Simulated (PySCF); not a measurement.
# Bonding in 2-butanone

2-butanone, C₄H₈O.
Atom-mapped SMILES: `[CH3:1][CH2:2][C:3]([CH3:4])=[O:5]` (hydrogens: H6, H7, H8 on C1; H9, H10 on C2; H11, H12, H13 on C4)

Structure used (PBE0-D3(BJ)/def2-SVP), in Å, numbered top down from 1:
```xyz
13
C4H8O angstrom
C     -1.8214   -0.1245    0.8404
C     -0.4456   -0.5546    0.3742
C      0.4901    0.6064    0.1007
C      1.8957    0.2521   -0.3218
O      0.1288    1.7533    0.2127
H     -2.4640   -0.9952    1.0360
H     -1.7545    0.4719    1.7616
H     -2.3113    0.5066    0.0854
H     -0.5025   -1.1554   -0.5520
H      0.0444   -1.2192    1.1082
H      2.3902   -0.3510    0.4561
H      1.8796   -0.3595   -1.2378
H      2.4708    1.1691   -0.4995
```

Bond orders from the PBE0/pcSseg-1 density (PySCF). Geometry: PBE0-D3(BJ)/def2-SVP, one conformer, isolated molecule.

**Question.** How far do the computed orders between heavy atoms stray from the drawn ones?

**Answer.** The largest departure is 0.065, at C1–C2 (drawn single, 1.065) and C2–C3 (drawn single, 0.938).

**Question.** Set the Mayer orders of the bonds between heavy atoms beside their lengths.

**Answer.** 
| bond | drawn as | length (Å) | Mayer order |
| --- | --- | --- | --- |
| C1–C2 | single | 1.515 | 1.065 |
| C2–C3 | single | 1.516 | 0.938 |
| C3–C4 | single | 1.510 | 1.014 |
| C3–O5 | double | 1.208 | 2.035 |

By pair of heavy elements: C–C: lowest C2–C3 (0.938, 1.516 Å), highest C1–C2 (1.065, 1.515 Å); in 1 of the 3 pairs the longer bond (by over 0.003 Å) has the higher order (by 0.02 or more).

**Question.** And the bonds to hydrogen?

**Answer.** C–H: 0.93 to 0.96 (8 bonds).

**Question.** Sum the orders of all bonds at each heavy atom with more than one neighbour and set the sums beside the valence in the SMILES.

**Answer.** C1 3.955 (drawn 4), C2 3.866 (drawn 4), C3 3.987 (drawn 4), C4 3.864 (drawn 4). Orders between atoms that aren't bonded are not in these sums.

The Mayer order sums products of elements of PS (density times overlap matrix) between the two atoms' basis functions, so it depends on the basis set.
